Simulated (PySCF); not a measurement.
# C5H12 (pentane): the cost of one run

Programs: PySCF 2.14.0, with density-fitted response routines of our own. Each step states its level of theory. These are calculated values for one molecule, in the gas phase or a continuum, unless marked as measured. Atoms count from 0, in the outputs and in this text.

### 1 Starting geometry

17 atoms, charge 0, multiplicity 1; geometry from: GFN2-xTB. The atoms were then displaced at random by about 0.01 Å, so the start is not that level's minimum.

Bonds of the start (Å): C0–C1 1.51, C1–C2 1.52, C2–C3 1.58, C3–C4 1.50, C0–H5 1.12, C0–H6 1.09, C0–H7 1.06, C1–H8 1.10, C1–H9 1.11, C2–H10 1.10, C2–H11 1.07, C3–H12 1.11, C3–H13 1.10, C4–H14 1.08, C4–H15 1.10, C4–H16 1.07.

### 2 Relaxing the molecule at PBE0-D3(BJ)/def2-TZVP

What the job is given:

```
{"job": {"xc": "PBE0", "basis": "def2-TZVP", "d3": "d3bj", "grid": 2, "shake": 0.01, "kind": "geom"}, "charge": 0, "multiplicity": 1}
C     -2.507660    -0.311540     0.307360
C     -1.236370     0.427590     0.650180
C     -0.035870    -0.250030     0.017520
C      1.317780     0.474280     0.371910
C      2.495040    -0.210890    -0.261110
H     -3.382520     0.219630     0.757100
H     -2.667790    -0.304570    -0.773980
H     -2.487320    -1.307720     0.655190
H     -1.284270     1.471910     0.323590
H     -1.112320     0.452770     1.748020
H      0.030060    -1.285040     0.383570
H     -0.129160    -0.269650    -1.053200
H      1.197830     1.517080     0.019730
H      1.384790     0.496300     1.468600
H      2.406860    -0.226310    -1.334650
H      3.409700     0.338720     0.022520
H      2.584720    -1.220680     0.094390
```

Launch:

```console
$ OMP_NUM_THREADS=1 python probes_run.py task.json out
```

This one command runs all jobs of the session in turn.

Q: Estimate the wall time and peak memory of this first job on 1 thread of Arm Neoverse V1, shared host.

About 2.8 min, with a peak of 1.1 GiB.
